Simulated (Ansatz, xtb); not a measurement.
## Relative energy of two isomers of C3H5FO

Structure X: `OC1(F)CC1`, a singlet. Structure Y: `O[C@@H]1C[C@H]1F`, a singlet. Both are isolated molecules in the gas phase, relaxed with PBE0-D3(BJ)/def2-SVP; the shapes shown needn't be the lowest conformers.

X (Å):

| atom | x (Å) | y (Å) | z (Å) |
| --- | --- | --- | --- |
| C | -1.5329 | 1.5604 | -1.3551 |
| C | -1.4072 | 0.2040 | -0.7903 |
| C | -0.2410 | 1.1873 | -0.7201 |
| F | -1.5218 | 1.6704 | -2.7134 |
| O | -2.3971 | 2.4292 | -0.7716 |
| H | -2.0360 | 3.3196 | -0.8651 |
| H | -1.9550 | -0.0077 | 0.1307 |
| H | -1.3233 | -0.6247 | -1.4970 |
| H | 0.6123 | 1.0025 | -1.3772 |
| H | -0.0046 | 1.6257 | 0.2529 |

Y (Å):

```xyz
10

C    -1.3118    1.6485   -0.4545
C    -0.2028    0.8475   -1.0684
C    -1.6225    0.5561   -1.4231
F    -2.1832   -0.5862   -0.9531
O    -1.4163    2.9694   -0.8458
H    -2.3433    3.2252   -0.7870
H    -1.5388    1.4217    0.5977
H     0.4136    1.3438   -1.8221
H     0.3132    0.1300   -0.4261
H    -1.9865    0.8325   -2.4188
```

Energies in hartree; the thermal terms are from PBE0-D3(BJ)/def2-SVP harmonic frequencies (ideal gas, rigid rotor, one conformer each, 298.15 K, 1 atm) and include the zero-point energy:

|  | X | Y |
| --- | --- | --- |
| E, CCSD(T)/def2-SVP | −291.386542 | −291.370764 |
| E, MP2/def2-SVP | −291.328576 | −291.312161 |
| E, MP2/def2-TZVPP | −291.880801 | −291.866050 |
| zero-point energy | 0.078597 | 0.078677 |
| H(298 K) − E | 0.084311 | 0.084581 |
| G(298 K) − E | 0.051174 | 0.050915 |

Problem. Correct the CCSD(T) difference for the basis set by the MP2 change, then work out ΔE, ΔE₀, ΔH and ΔG for X → Y in kJ/mol (1 Eh = 2625.50 kJ/mol) and the equilibrium ratio [Y]/[X].

Solution. 1. Differences Y − X: CCSD(T) +0.015778, MP2 in the small set +0.016415, MP2 in the large set +0.014751 Eh.
2. ΔE = +0.015778 + (+0.014751 − (+0.016415)) = +0.014114 Eh = +37.06 kJ/mol.
3. ΔE₀ = ΔE + ΔZPE = +0.014114 + (+0.000080) Eh = +37.27 kJ/mol.
4. ΔH = ΔE + (+0.000270) Eh = +37.77 kJ/mol.
5. ΔG = ΔE + (−0.000259) Eh = +36.38 kJ/mol, so ΔS = (ΔH − ΔG)/T = +4.7 J/(mol K).
6. kT = 0.9442 mEh, so K = [Y]/[X] = exp(−ΔG/kT) = exp(−14.67) ≈ 4.2 × 10^−7.

Structure X is favoured at this temperature. An error of 4 kJ/mol in ΔG would change K by a factor of 5. Mirror images and further conformers aren't counted.

As drawn, both hold the same kinds of bond in the same numbers.

Other levels gave ΔE = +29.3 (GFN2-xTB); +27.0 (HF/STO-3G, GFN2-xTB geometries); +41.5 (r2SCAN-D4/def2-SVP, GFN2-xTB geometries); +40.3 (PBE0-D3(BJ)/def2-SVP); +38.4 (HF/def2-SVP); +43.1 (MP2/def2-SVP); +41.4 (CCSD(T)/def2-SVP) kJ/mol. The correlated steps freeze 5 core orbitals. Programs: Ansatz 0.2.0, xtb 6.7.1.
